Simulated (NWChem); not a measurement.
System meant: Si2H6 anion, doublet; SMILES of the neutral closed-shell parent [SiH3][SiH3]

Input file for NWChem:

```
start job
memory heap 200 mb stack 700 mb global 900 mb
charge -1
geometry units angstroms noautoz
  Si     0.000229     1.286083     0.000547
  Si     0.000228    -1.286083    -0.000547
  H      0.000401     2.574940    -0.890388
  H      1.182291     1.607576     0.895618
  H     -1.182071     1.607590     0.895291
  H     -1.182072    -1.607589    -0.895290
  H      0.000402    -2.574940     0.890388
  H      1.182290    -1.607577    -0.895619
end
basis spherical
  * library def2-svp
end
dft
  odft
  mult 3
  xc xpbe96 cpbe96
  iterations 150
  mulliken
end
task dft energy
```

End of the output:

```
 Summary of "ao basis" -> "" (spherical)
 ------------------------------------------------------------------------------
       Tag                 Description            Shells   Functions and Types
 ---------------- ------------------------------  ------  ---------------------
 *                          def2-svp                  on all atoms

  pbe96 is a nonlocal functional; adding pw91lda local functional.

                                 NWChem DFT Module
                                 -----------------

 Summary of "ao basis" -> "ao basis" (spherical)
 ------------------------------------------------------------------------------
       Tag                 Description            Shells   Functions and Types
 ---------------- ------------------------------  ------  ---------------------
 Si                         def2-svp                 8       18   4s3p1d
 H                          def2-svp                 3        5   2s1p

 Summary of "ao basis" -> "ao basis" (spherical)
 ------------------------------------------------------------------------------
       Tag                 Description            Shells   Functions and Types
 ---------------- ------------------------------  ------  ---------------------
 Si                         def2-svp                 8       18   4s3p1d
 H                          def2-svp                 3        5   2s1p

  number of electrons :                   35
  multiplicity        :                    3
 ------------------------------------------------------------------------
  no. of electrons and multiplicity not compatible                  35
 ------------------------------------------------------------------------
 ------------------------------------------------------------------------
  current input line :
    24: task dft energy
 ------------------------------------------------------------------------
 ------------------------------------------------------------------------
 There is an error in the input file
 ------------------------------------------------------------------------
 For more information see the NWChem manual at https://nwchemgit.github.io

0: no. of electrons and multiplicity not compatible:Received an Error in Communication
```

Problem. What is wrong, and how is it mended?

Solution. The input was rejected before any calculation. Cause: the multiplicity doesn't fit the number of electrons (an even count wants an odd multiplicity, and the reverse). This input runs:
```
start job
memory heap 200 mb stack 700 mb global 900 mb
charge -1
geometry units angstroms noautoz
  Si     0.000229     1.286083     0.000547
  Si     0.000228    -1.286083    -0.000547
  H      0.000401     2.574940    -0.890388
  H      1.182291     1.607576     0.895618
  H     -1.182071     1.607590     0.895291
  H     -1.182072    -1.607589    -0.895290
  H      0.000402    -2.574940     0.890388
  H      1.182290    -1.607577    -0.895619
end
basis spherical
  Si library def2-svp
  H library def2-svp
end
dft
  odft
  mult 2
  xc xpbe96 cpbe96
  iterations 150
  mulliken
end
task dft energy
```
It converges to -582.04034 Ha (PBE/def2-SVP, spin-unrestricted).
